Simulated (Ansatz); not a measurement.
Density of states of GePt2 (P-62m, a = 6.724 Å, b = 6.724 Å, c = 3.557 Å, α = 90.00°, β = 90.00°, γ = 120.00°), in states per eV and primitive cell, averaged over bins of 0.3 eV. The calculation used DFT r2SCAN, scalar-relativistic, plane waves, PAW (Ansatz 0.2.0).

Plane waves to 500 eV, a k mesh through Γ of 6×6×10 on the computed 9-atom cell and Gaussian smearing (0.10 eV); no spin polarisation.

The cell is relaxed at this level. The states (both spins) are summed by tetrahedra on a 9×9×15 mesh at the self-consistent density. Energies are bin centres; the table starts no lower than −8 eV and ends at 6 eV, or lower where the solved bands end.

It is a metal at this level.

```csv
E − E_F (eV),total,Pt 5d,Ge 4p,Pt 6s,Ge 4s
-7.90,1.29,0.36,0.53,0.34,0.02
-7.60,4.43,1.59,1.64,0.99,0.13
-7.30,3.66,1.46,1.27,0.72,0.13
-7.00,6.13,2.65,2.11,1.12,0.14
-6.70,3.53,1.80,1.10,0.51,0.08
-6.40,1.95,1.10,0.57,0.24,0.03
-6.10,6.49,4.23,1.67,0.49,0.05
-5.80,9.67,6.91,2.17,0.44,0.06
-5.50,11.39,8.48,2.37,0.39,0.05
-5.20,10.81,8.44,1.91,0.30,0.05
-4.90,11.17,9.89,0.78,0.32,0.06
-4.60,12.74,11.06,1.00,0.41,0.09
-4.30,10.05,8.63,0.78,0.31,0.12
-4.00,12.42,10.81,0.97,0.30,0.11
-3.70,7.85,6.90,0.62,0.11,0.07
-3.40,8.43,7.35,0.73,0.13,0.07
-3.10,10.26,9.35,0.60,0.11,0.07
-2.80,10.18,9.39,0.48,0.10,0.08
-2.50,12.42,11.55,0.48,0.16,0.08
-2.20,15.93,14.64,0.56,0.39,0.14
-1.90,14.15,13.03,0.45,0.28,0.20
-1.60,7.59,6.83,0.39,0.15,0.12
-1.30,9.80,8.79,0.55,0.20,0.11
-1.00,8.02,6.47,0.88,0.26,0.22
-0.70,4.64,3.15,0.90,0.21,0.20
-0.40,3.47,1.99,0.89,0.17,0.22
-0.10,1.95,1.01,0.58,0.09,0.15
0.20,1.36,0.67,0.44,0.05,0.12
0.50,1.03,0.51,0.32,0.04,0.11
0.80,1.23,0.59,0.39,0.06,0.14
1.10,2.29,1.12,0.61,0.18,0.29
1.40,5.32,2.36,1.40,0.76,0.63
1.70,4.56,1.79,1.26,0.78,0.58
2.00,4.34,1.46,1.19,0.87,0.64
2.30,3.76,1.09,1.09,0.91,0.48
2.60,3.73,1.00,1.25,0.95,0.27
2.90,3.15,0.78,1.18,0.75,0.19
3.20,2.85,0.66,1.16,0.63,0.13
3.50,3.43,0.77,1.46,0.71,0.15
3.80,3.36,0.68,1.44,0.73,0.18
4.10,2.63,0.44,1.06,0.67,0.15
4.40,3.53,0.49,1.21,1.15,0.23
4.70,3.49,0.45,1.25,1.10,0.22
5.00,3.43,0.40,1.31,1.02,0.20
5.30,2.60,0.26,0.91,0.83,0.16
5.60,1.82,0.15,0.51,0.68,0.09
```

The columns after the total are the main Löwdin projections on the occupied valence shells of the potentials; 2 others are left out. The rest of the total lies in those, in shells that are empty in the free atom, which aren't projected, and between the atoms.

Spin-orbit coupling is left out, which matters for the bands of heavy elements.

Whether GePt2 exists in this form wasn't checked.

Cost: 1 run of about 14 core-minutes, on Arm Neoverse V1 (shared hosts).